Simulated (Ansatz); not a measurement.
System: C$_{3}$H$_{7}$O (charge -1, singlet). It need not be the lowest isomer of its formula. Whether it binds its extra electron was not tested at this geometry. SMILES: [CH2-]OCC
Geometry from a B3LYP-D3(BJ)/def2-TZVP (Ansatz, a first-principles code) optimisation:
```
C
O 1 1.3874
H 1 1.1087 2 110.97
H 1 1.1087 3 105.46 2 120.23
C 2 1.4898 1 115.48 3 58.45
H 5 1.1203 2 104.49 1 53.93
H 5 1.1203 6 103.00 2 108.96
C 1 1.5282 3 109.75 4 118.15
H 8 1.0932 1 110.17 3 -178.34
H 8 1.0932 9 107.78 1 120.23
H 8 1.0958 9 108.58 10 117.43
```
Charge -1, spin multiplicity 1.

Problem. Give the harmonic wavenumbers at B3LYP-D3(BJ)/def2-TZVP (Ansatz, finite differences of forces, unscaled).

Solution. 121, 234, 290, 312, 465, 777, 806, 880, 1027, 1123, 1152, 1176, 1222, 1261, 1365, 1379, 1436, 1472, 1491, 1511, 2717, 2740, 2847, 2855, 3001, 3058, 3073 cm⁻¹. Zero-point energy 56.9 kcal/mol.

Problem. From these and the geometry, give the ideal-gas thermochemistry at 298.15 K and 1 atm (rigid rotor, harmonic oscillator).

Solution. Point group Cs, rotational symmetry number 1. Rotational constants 29.7, 4.217, 3.965 GHz. S(trans) 38.15, S(rot) 23.99, S(vib) 9.48, S(elec, spin only) 0.00, S 71.6 cal/(mol K). H(298) - H(0) 4.05 kcal/mol; G - E(el) 39.6 kcal/mol.
